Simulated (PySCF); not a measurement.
# ClH₆⁺: fields on a plane

Method: PySCF, PBE0, basis Cl def2-TZVP, H def2-TZVP (no relativity, density fitting).

The singlet minimum has Cl–H 1.379 Å (×6); H–Cl–H 90.0° (×12), H–Cl–H 180.0° (×3).

The plane holds Cl1 at (0.00, 0.00), H2 at (1.38, 0.00), H3 at (-1.38, 0.00), H4 at (0.00, 1.38), H6 at (0.00, -1.38) Å. Columns run from x = -3.45 to 3.75 Å, rows from y = 3.75 (top) to -3.45 Å, in steps of 0.3 Å. Other isomers or separated fragments may lie lower.

Question: Give the electrostatic potential (V) (cut at 20 V). Every second row and column.

Answer: 
```
 2.8  3.0  3.3  3.5  3.7  3.8  3.9  3.8  3.6  3.4  3.2  2.9  2.7
 3.1  3.4  3.7  4.0  4.4  4.6  4.7  4.5  4.2  3.9  3.5  3.2  2.9
 3.4  3.8  4.2  4.7  5.3  5.9  6.1  5.6  5.0  4.5  4.0  3.5  3.2
 3.6  4.2  4.8  5.6  6.7  9.6 12.2  7.7  6.1  5.2  4.5  3.9  3.4
 3.9  4.6  5.5  6.7  8.4 17.9 20.0 10.5  7.4  6.1  5.0  4.2  3.6
 4.1  5.0  6.5  9.2 11.9 20.0 20.0 15.9 10.5  7.7  5.6  4.5  3.8
 4.2  5.2  7.8 20.0 20.0 20.0 20.0 20.0 20.0 12.2  6.1  4.7  3.9
 4.2  5.2  7.2 14.3 16.8 20.0 20.0 20.0 17.9  9.6  5.9  4.6  3.8
 4.0  4.8  5.9  7.5  9.6 16.8 20.0 11.9  8.4  6.7  5.3  4.4  3.7
 3.8  4.4  5.1  6.1  7.5 14.3 20.0  9.2  6.7  5.6  4.7  4.0  3.5
 3.5  4.0  4.5  5.1  5.9  7.2  7.8  6.5  5.5  4.8  4.2  3.7  3.3
 3.2  3.6  4.0  4.4  4.8  5.2  5.2  5.0  4.6  4.2  3.8  3.4  3.0
 2.9  3.2  3.5  3.8  4.0  4.2  4.2  4.1  3.9  3.6  3.4  3.1  2.8
```

Question: Give the electron localisation function (set to 0 where the density is under 0.005 e/Å³). Every second row and column.

Answer: 
```
0.00 0.00 0.00 0.00 0.00 0.00 0.00 0.00 0.00 0.00 0.00 0.00 0.00
0.00 0.00 0.00 0.00 0.00 0.00 0.00 0.00 0.00 0.00 0.00 0.00 0.00
0.00 0.00 0.00 0.00 0.00 0.89 0.95 0.58 0.00 0.00 0.00 0.00 0.00
0.00 0.00 0.00 0.00 0.46 0.99 1.00 0.95 0.00 0.00 0.00 0.00 0.00
0.00 0.00 0.00 0.01 0.07 0.98 1.00 0.69 0.01 0.00 0.00 0.00 0.00
0.00 0.00 0.92 0.91 0.37 0.76 0.94 0.41 0.69 0.95 0.58 0.00 0.00
0.00 0.00 0.99 1.00 0.99 0.13 0.86 0.94 1.00 1.00 0.95 0.00 0.00
0.00 0.00 0.99 0.99 0.90 0.52 0.13 0.76 0.98 0.99 0.89 0.00 0.00
0.00 0.00 0.41 0.22 0.07 0.90 0.99 0.37 0.07 0.46 0.00 0.00 0.00
0.00 0.00 0.00 0.00 0.22 0.99 1.00 0.91 0.01 0.00 0.00 0.00 0.00
0.00 0.00 0.00 0.00 0.41 0.99 0.99 0.92 0.00 0.00 0.00 0.00 0.00
0.00 0.00 0.00 0.00 0.00 0.00 0.00 0.00 0.00 0.00 0.00 0.00 0.00
0.00 0.00 0.00 0.00 0.00 0.00 0.00 0.00 0.00 0.00 0.00 0.00 0.00
```
